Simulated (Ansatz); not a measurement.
# SiPH5: one species, many methods

The task here is to estimate one member of a computed series from the others.

Method: functionals in def2-TZVPP, the program's frozen cores in correlated methods; program: Ansatz 0.2.0, Gaussian basis.

Levels to be run: LDA (SPW92), PBE-D4, revPBE-D4, BLYP-D4, r2SCAN-D4, B97M-V, PBE0-D4, B3LYP-D4, r2SCANh-D4, r2SCAN0-D4, HSE06-D4, BHLYP-D4, CAM-B3LYP-D4, LC-ωPBE, ωB97X-V, ωB97M-V, B2PLYP, PBE-QIDH; CCSD(T)/def2-SVP; CCSD(T)/def2-TZVPP; CCSD(T)/def2-QZVPP; extrapolation to the limit; RPA on PBE.

## The geometry

An earlier PBE0-D4 in a triple-zeta def2 set relaxation fixed the geometry.

SMILES `[SiH3]P`, 7 atoms, charge 0, spin multiplicity 1.

Atoms are counted from 1 here; the program's logs count them from 0.

Bond lengths: Si1–P2 2.255 Å, Si1–H3 1.486 Å, Si1–H4 1.486 Å, Si1–H5 1.487 Å, P2–H6 1.421 Å, P2–H7 1.421 Å. Angles: P2–Si1–H3 108.0°, P2–Si1–H4 108.0°, P2–Si1–H5 113.9°, H3–Si1–H4 108.9°, H3–Si1–H5 108.9°, H4–Si1–H5 108.9°, Si1–P2–H6 93.8°, Si1–P2–H7 93.8°, H6–P2–H7 93.5°.

The first run:

Input file in.yaml:

```yaml
crystal:
  periodic: [false, false, false]
  atoms:
    - {symbol: Si, position_ang: [-0.627404, -0.356877, -0.386771]}
    - {symbol: P, position_ang: [1.087808, -0.011900, 1.035901]}
    - {symbol: H, position_ang: [-1.847481, -0.619121, 0.420186]}
    - {symbol: H, position_ang: [-0.316451, -1.563284, -1.196972]}
    - {symbol: H, position_ang: [-0.890214, 0.784604, -1.302121]}
    - {symbol: H, position_ang: [0.641340, 1.284815, 1.407651]}
    - {symbol: H, position_ang: [1.952392, 0.481765, 0.022116]}
basis:
  gaussian: {orbitals: def2-TZVPP}
hamiltonian: {xc: lda}
output: {orbitals: {seedname: orbitals}}
```

On the command line:

```
ansatz run in.yaml --threads 2 --pin off --events-out ev --progress --plain --max-ram 32768MiB --backend cpu
```

Among the steps run: LDA; PBE-D4 (GGA); revPBE-D4 (GGA); BLYP-D4 (GGA); r2SCAN-D4 (meta-GGA); B97M-V (meta-GGA); B3LYP-D4 (hybrid); r2SCANh-D4 (hybrid); r2SCAN0-D4 (hybrid); HSE06-D4 (hybrid); BHLYP-D4 (hybrid); CAM-B3LYP-D4 (range-separated); LC-ωPBE (range-separated); ωB97X-V (range-separated); ωB97M-V (range-separated); B2PLYP (double hybrid); PBE-QIDH (double hybrid).

One of the session's tables, all rows but one given; the rest of the session is left out.

It belongs to the step «Frontier levels by functional». 

```
  functional  HOMO (eV)  LUMO (eV)  gap (eV)
 LDA (SPW92)      -6.60      -0.74      5.86
      PBE-D4          ?          ?         ?
   revPBE-D4      -6.50      -0.47      6.03
     BLYP-D4      -6.37      -0.42      5.95
   r2SCAN-D4      -6.77      -0.19      6.58
      B97M-V      -6.92      -0.39      6.52
     PBE0-D4      -7.64       0.29      7.92
    B3LYP-D4      -7.42       0.07      7.49
  r2SCANh-D4      -7.18       0.10      7.28
  r2SCAN0-D4      -7.79       0.52      8.31
    HSE06-D4      -7.24      -0.08      7.16
    BHLYP-D4      -8.60       1.11      9.71
CAM-B3LYP-D4      -8.90       1.23     10.13
     LC-ωPBE     -10.25       2.36     12.62
     ωB97X-V      -9.91       2.25     12.16
     ωB97M-V      -9.74       1.92     11.65
```

**Question.** Estimate the row for PBE-D4.

**Answer.** HOMO (eV): -6.53; LUMO (eV): -0.55; gap (eV): 5.98. In the column «HOMO (eV)» it lies between LDA (SPW92) (-6.60) and revPBE-D4 (-6.50).
